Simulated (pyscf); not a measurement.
Addition across a multiple bond or ene-type step: H₂B–P=SiH₂ (SMILES BP=[SiH2]) + H₂ (SMILES [H][H]) → H₂B–PH–SiH₃ (SMILES BP[SiH3])

Gas phase, singlet surface, charge 0. Bonds broken: H3–H4. Bonds formed: P1–H4, H3–Si7. Single points on ωB97X-D3(BJ)/def2-SVP structures (PySCF, gas phase).

Transition state (Å):

```xyz
9

P      1.3399    -1.6715     0.8034
B      1.3555    -0.2530    -0.3880
H     -1.4545    -0.8895     0.6700
H     -0.6167    -1.2876     0.3589
H      0.5411     0.6534    -0.3819
H      2.2010    -0.2358    -1.2529
Si    -0.3147    -0.7640     1.9107
H     -0.4858     0.6850     2.1862
H     -1.1155    -1.5910     2.8496
```

One imaginary mode, 1120i cm⁻¹; descent along it reached the two sides named.

```csv
bond,change,reactant side (Å),saddle,product side
H3–H4,breaks,0.761,0.978,3.4
P1–H4,forms,4.0,2.043,1.416
H3–Si7,forms,3.0,1.690,1.491
```

Electronic energies relative to the separated reactants (eV):

```csv
level,barrier,reaction energy,reverse barrier
ωB97X-D3(BJ)/def2-TZVP,0.92,-1.79,2.71
PBE/def2-TZVP,0.69,-1.56,2.25
r²SCAN/def2-TZVP,0.73,-1.68,2.41
B3LYP-D3(BJ)/def2-TZVP,0.95,-1.64,2.58
PBE0-D3(BJ)/def2-TZVP,0.70,-1.74,2.44
M06-2X/def2-TZVP,0.95,-1.60,2.55
ωB97M-D3(BJ)/def2-TZVP,0.90,-1.69,2.59
HF/def2-TZVP,1.46,-1.93,3.38
```

With ωB97M-D3(BJ)/def2-TZVP energies and thermal terms (ideal gas, 1 atm, RRHO with modes under 100 cm⁻¹ raised to 100, one conformer, R ln 2 for chiral ones without a mode under 150 cm⁻¹), in eV:

| T (K) | ΔH‡ | ΔG‡ | ΔH | ΔG |
|---|---|---|---|---|
| 298 | 0.94 | 1.32 | -1.56 | -1.20 |
| 600 | 0.89 | 1.74 | -1.58 | -0.83 |
| 900 | 0.88 | 2.16 | -1.58 | -0.45 |
| 1200 | 0.89 | 2.59 | -1.55 | -0.08 |

At the saddle there is also a short H–Si contact that neither side keeps. This is the saddle that the search found; another between the same sides may lie lower.
